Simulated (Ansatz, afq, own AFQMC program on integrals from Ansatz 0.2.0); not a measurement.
# Al₂H₂, singlet: AFQMC among the cluster methods

```yaml
atoms:
  - { symbol: Al, position_ang: [0.0000, 0.0937, 1.2625] }
  - { symbol: Al, position_ang: [0.0000, -0.0181, -1.3691] }
  - { symbol: H, position_ang: [0.0000, -0.7557, 2.8028] }
  - { symbol: H, position_ang: [0.0000, -1.2698, 0.0525] }
```

Connectivity, by distances: AlH–Al, 1 bridging H.

Basis cc-pVDZ. Only valence electrons are correlated. Integrals, coupled cluster, full CI and functionals: Ansatz 0.2.0; the random walks run on the same integrals in our own AFQMC program. ph-AFQMC/CISD is guided by a CISD state made of CCSD amplitudes; releasing the constraint for a short imaginary time cuts its bias at the price of noise, slowly where states lie close. Free projection: walkers drawn from exp(T), propagated without any constraint. Its projection time is finite, and what remains of the start isn't in its error. Uncertainties: one standard error, sampling alone.

Determinant: UHF, the one that the program's search chose, which needn't be the lowest solution. The geometry is a point of a scan.

No full CI on the walks' own integrals is used here; CCSDT(Q) serves as the reference and is uncertain by about the last step of the cluster series.

Cautions: higher spins were not checked; an unrestricted solution with more broken spin lies lower (71 meV, ⟨S²⟩ 0.48), while this determinant keeps restricted orbitals.

* T1 diagnostic: 0.0177
* weight of the determinant in the CISD state: 0.850
* ⟨S²⟩ of the determinant: 0.000
* size of the correlated space: 8 electrons in 36 orbitals

Reference: CCSDT(Q), correlation energy -4.429 eV. The released energy is read at 2.40 1/Eh (meV from the phaseless value at times in 1/Eh: 0 ± 10 at 0.24, 1 ± 10 at 0.51, -1 ± 8 at 0.99, -19 ± 10 at 1.62, -23 ± 11 at 2.40).

```
         level  E − E(reference) (kJ/mol)  share of correlation (%)
            HF                      427.3                      0.00
           MP2                      118.1                     72.35
          CCSD                       17.9                     95.82
       CCSD(T)                        4.4                     98.96
         CCSDT                        0.9                     99.80
 ph-AFQMC/CISD                  1.8 ± 0.9                     99.58
released AFQMC                 -0.4 ± 1.0                    100.10
    free AFQMC                 -1.8 ± 1.2                    100.42
```

Free projections are given only where their last times agree within the noise and don't stop above the reference; a slow remainder of the start can still hide under it. A walk keeps the symmetry of its determinant, which the program's search chose and which needn't be the lowest solution, so a lower state of the same spin and another symmetry isn't excluded. Released energies are given only where the last usable release times agree within the noise; a slower fall can still hide under it.
